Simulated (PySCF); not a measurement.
# Ionisation of 3-butyn-2-one

System: `C#CC(C)=O` (C4H4O). Numbering: `[CH:1]#[C:2][C:3]([CH3:4])=[O:5]`

These are calculated values, ωB97X-D3(BJ)/ma-def2-TZVP in PySCF (grid level 2) at geometries from PBE0-D3(BJ)/def2-SVP. ωB97X-D3(BJ) is ωB97X-V with D3(BJ) in place of VV10. Thermal corrections: PBE0-D3(BJ)/def2-SVP frequencies, unscaled, ideal gas at 298.15 K and 1 bar, quasi-RRHO entropy.

Frontier levels of the parent: HOMO -10.49 eV, LUMO 0.36 eV.

Oxidation to the radical cation:
- Vertical ionisation energy (electronic): 10.24 eV
- Adiabatic ionisation energy (with zero-point energy): 10.05 eV
- Adiabatic, electronic part: 10.10 eV
- Vertical gap at the product's structure: 9.89 eV
- Inner reorganisation energy (four-point): 351 meV
- Relaxation of product / of parent: 139 / 212 meV
- ⟨S²⟩ of the product: 0.758
- Largest spin populations: O5 0.91
- Largest changes of atomic charge: O5 0.45, C1 0.23
- Distances that move most (Å): C2–C3 1.462 → 1.411; C3–O5 1.208 → 1.238; C3–C4 1.504 → 1.485; C1–H 1.075 → 1.084
- Potential in THF: 8.01 V absolute, 3.27 V against Fc+/Fc computed at 4.74 V (solvation -22 → -216 kJ/mol)

Solvents are IEF-PCM continua (electrostatics only, gas-phase structures); absolute potentials refer to an electron at rest in vacuum. Fc+/Fc in THF, 4.74 V, is ωB97X-D3(BJ)/ma-def2-TZVP on PBE0-D3(BJ)/def2-SVP structures with GFN2-xTB thermal terms. Benchmark calculations put it near 5.0 V in acetonitrile and DMSO, so it is about 0.3 V low, and the value against it can read up to that much too high.

Measured values (NIST Chemistry WebBook, evaluated or the median of agreeing entries): adiabatic ionisation energy 10.23 eV (computed 10.05, difference -0.18).
